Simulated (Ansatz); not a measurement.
Two structures of CH₇SSi, doublet, reached by relaxing down either side of one saddle point (PBE0-D4/def2-TZVP). Energies are electronic, without zero-point energy. Computed with Ansatz 0.2.0 (basis: def2-TZVPP and def2-QZVPP); correlated methods freeze the cores; orbitals are unrestricted. Extrapolation: Hartree–Fock as exp(−7.88 √X), correlation as X^−2.97. First:

```xyz
10
angstrom
H -1.3285 1.0817 -0.3467
C -0.7681 1.0694 0.5899
Si 0.7638 0.0233 0.4101
S -0.7728 -1.9918 -1.6936
H -0.5042 2.0966 0.8518
H -1.4170 0.6740 1.3743
H 1.6489 0.5108 -0.6794
H 1.5455 -0.0276 1.6767
H 0.3863 -1.4065 0.0751
H 0.4463 -2.0296 -2.2584
```

Second:

```
10
angstrom
H -1.2285 -0.3873 -1.2123
C -0.5398 1.0072 0.6488
Si 0.9414 -0.0426 0.9722
S -1.2543 -1.3223 -2.1821
H -0.5046 1.8852 0.0107
H -1.4884 0.8505 1.1530
H 1.7573 -0.1695 -0.2652
H 1.8030 0.5775 2.0199
H 0.5278 -1.3894 1.4399
H -0.0136 -1.0091 -2.5848
```

Problem. Which bonds change from the first to the second?

Solution. CH₆Si ([CH3][SiH3]) + HS → CH₅Si ([CH2][SiH3]) + H₂S; bonds formed: H1–S4; bonds broken: H1–C2.

Problem. Give the saddle point's structure and its height above each. (Judge from chemistry; the value comes from the calculation.)

Solution. Computed: 0.719 eV above the first and 0.215 eV above the second (CCSD(T) at an estimated basis limit (MP2 extrapolated from triple and quadruple zeta, plus CCSD(T) − MP2 in triple zeta)).
H1  (-0.984, -0.239, -0.806)
C2  (-0.560, 0.762, 0.337)
Si3  (0.958, -0.102, 0.960)
S4  (-1.318, -1.116, -1.910)
H5  (-0.475, 1.659, -0.271)
H6  (-1.493, 0.707, 0.894)
H7  (1.944, -0.236, -0.142)
H8  (1.583, 0.692, 2.057)
H9  (0.600, -1.442, 1.485)
H10  (-0.255, -0.685, -2.606)
(Å)

T1 diagnostic: at most 0.015. ⟨S²⟩ of the unrestricted Hartree–Fock references: 0.76 to 0.78 (a pure state has 0.75).

Radical steps of this kind take place in plasma deposition and etching.

Labels in which every atom is bracketed show which atoms are joined, not bond orders.

For scale, one of the runs: CCSD(T)/def2-TZVPP, 213 basis functions (an equivalent command: `ansatz run in.yaml --threads 4`). Hardware: 4 CPU threads, shared host. Wall time 3 min; peak host memory 7.3 GiB.
